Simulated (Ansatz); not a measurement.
**Cubic perovskite KTaO₃**

Computed with r²SCAN-D4 (Ansatz, a first-principles code, plane waves, PAW).

Numerical settings: plane-wave cutoff 500 eV, 10×10×10 k mesh, gaussian smearing 0.02 eV, scalar-relativistic PAW data made under PBE.

Cell (relaxed at this level):

```yaml
crystal:
  lattice:
    - [3.98523, 0.00000, 0.00000]
    - [0.00000, 3.98523, 0.00000]
    - [0.00000, 0.00000, 3.98523]
  atoms:
    - { symbol: K, position: [0.50000, 0.50000, 0.50000] }
    - { symbol: Ta, position: [0.00000, 0.00000, 0.00000] }
    - { symbol: O, position: [0.00000, 0.50000, 0.00000] }
    - { symbol: O, position: [0.50000, 0.00000, 0.00000] }
    - { symbol: O, position: [0.00000, 0.00000, 0.50000] }
```

band gap: 2.64 eV (on the SCF k mesh)

Measured, for comparison: band gap 3.64 eV (temperature not stated, no zero-point or thermal correction, indirect; as tabulated in Himmetoglu and Janotti (2016), arXiv:1601.06205).

Spin–orbit coupling is not included.

Computed values are for the static lattice.
